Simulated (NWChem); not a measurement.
Species: C, triplet

All runs: NWChem. Pople sets run with spherical d functions. Spin-unrestricted. The open p shell is one determinant without spherical averaging. No stability test was run on the SCF state. B3LYP is NWChem's, with the RPA form of VWN correlation.

For level BLYP/6-31G*:

```yaml
highest occupied level (eV): -5.36
lowest empty minus highest occupied level, either spin (eV): 0.58
```

Estimate the same quantities for level B3LYP/6-31G*.

The highest occupied level (eV) is -6.87. The lowest empty minus highest occupied level, either spin (eV) comes out as 3.10.
